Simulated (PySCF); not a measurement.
**Core-level binding energies of isopropyl isocyanide**

Isopropyl isocyanide, C4H7N.
SMILES with atom numbers: `[C-:1]#[N+:2][CH:3]([CH3:4])[CH3:5]`

The calculation used delta-SCF UKS SCAN, pcX-2 on the ionised atom, pcseg-1 elsewhere, spin-free X2C in PySCF 2.14.0. Binding energies are ΔSCF values: E(core-ionised, relaxed orbitals) − E(ground state) at a fixed geometry, referred to the vacuum level.

Task: Give the core binding energies atom by atom.

Result: 
```
atom(s)                   environment  level  binding energy (eV)  above the level's lowest (eV)  count
     C1             isocyanide carbon   C 1s               291.82                          +0.59      1
     N2           isocyanide nitrogen   N 1s               406.12                           0.00      1
     C3  sp3 carbon bound to nitrogen   C 1s               292.91                          +1.68      1
  C4/C5                 methyl carbon   C 1s               291.23                           0.00      2
```

The listed C 1s values span 1.68 eV, from C4/C5 (bonded to C and 3 H) to C3 (bonded to N, 2 C and H). The widest gap between neighbouring values is 1.09 eV, between 291.82 and 292.91 eV. Summing the Pauling electronegativity differences to the bonded atoms, each weighted by its formal bond order, gives -1.05 for the lowest site and +0.14 for the highest; the largest sum, +1.47, belongs to C1, 1.09 eV below the top.

Task: Give the binding energy of C 1s of C1 in hartree and in kJ/mol.

Result: 291.82 eV = 10.7242 Eh = 28156 kJ/mol.

Atoms equivalent by their bonding share one computed value, that of the first of them. The unrestricted hole states depart most from a pure doublet (⟨S²⟩ = 0.75; over 0.85 named) for C 1s of C1 (0.85), which makes this value less certain. Geometry: PBE0-D3(BJ)/def2-SVP; no solvent, vibrations or thermal averaging.
